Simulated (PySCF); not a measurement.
# Dipole moment and polarisability across levels of theory

Compound: C4H4F2.
SMILES: `FC1=C(F)CC1`

PySCF, dipoles from the SCF density, polarisabilities from static response with core orbitals frozen. Geometry: PBE0-D3(BJ)/def2-SVP; no solvent, vibrations or thermal averaging.

The anisotropy is √(½[(α1 − α2)² + (α2 − α3)² + (α3 − α1)²]).

```
              level  μ (D)  α (au)  anisotropy (au)
      LDA/def2-SVPD  2.234   48.87            16.19
      PBE/def2-SVPD  2.114   48.61            16.33
    B3LYP/def2-SVPD  2.276   47.14            15.56
     PBE0/def2-SVPD  2.280   46.63            15.35
BHandHLYP/def2-SVPD  2.443   45.37            14.79
CAM-B3LYP/def2-SVPD  2.369   46.47            15.27
  wB97X-D/def2-SVPD  2.326   46.45            15.07
  LC-wPBE/def2-SVPD  2.373   45.61            15.12
       HF/def2-SVPD  2.564   43.81            14.10
        PBE0/6-31G*  1.921   39.27            15.86
      PBE0/def2-SVP  2.053   40.00            14.94
       PBE0/6-31+G*  2.391   44.05            15.65
   PBE0/aug-cc-pVDZ  2.220   47.51            15.85
     PBE0/def2-TZVP  2.140   45.15            15.34
    PBE0/def2-TZVPD  2.190   47.72            15.67
```

The dipole runs from 1.92 D (PBE0/6-31G*) to 2.56 D (HF/def2-SVPD). No reference polarisability is at hand; against PBE0 in the largest diffuse basis at hand (def2-TZVPD) the other PBE0 rows deviate by 6-31G* -18%, def2-SVP -16%, 6-31+G* -8%, def2-SVPD -2%, aug-cc-pVDZ 0%, def2-TZVP -5%. In one basis (def2-SVPD) the functionals order the polarisability from HF (lowest) to LDA (highest), a spread of 12%. With PBE0 the polarisability is 41.47 au without diffuse functions (mean of 6-31G*, def2-SVP and def2-TZVP) and 46.48 au with them (mean of 6-31+G*, def2-SVPD, aug-cc-pVDZ and def2-TZVPD).
